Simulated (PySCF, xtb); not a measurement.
dichloromethane (CH2Cl2), SMILES ClCCl.

GFN2-xTB in xtb at its own geometry gives an orbital gap of 6.15 eV and a dipole moment of 1.77 D.

Geometry: PBE0-D3(BJ)/def2-TZVP.

**Question.** What does PySCF with HF/def2-TZVPD give? (Estimate from the structure and the level; the computed values follow.)

**Answer.** gap 13.87 eV (levels -12.12 and 1.75 eV), dipole 1.79 D.
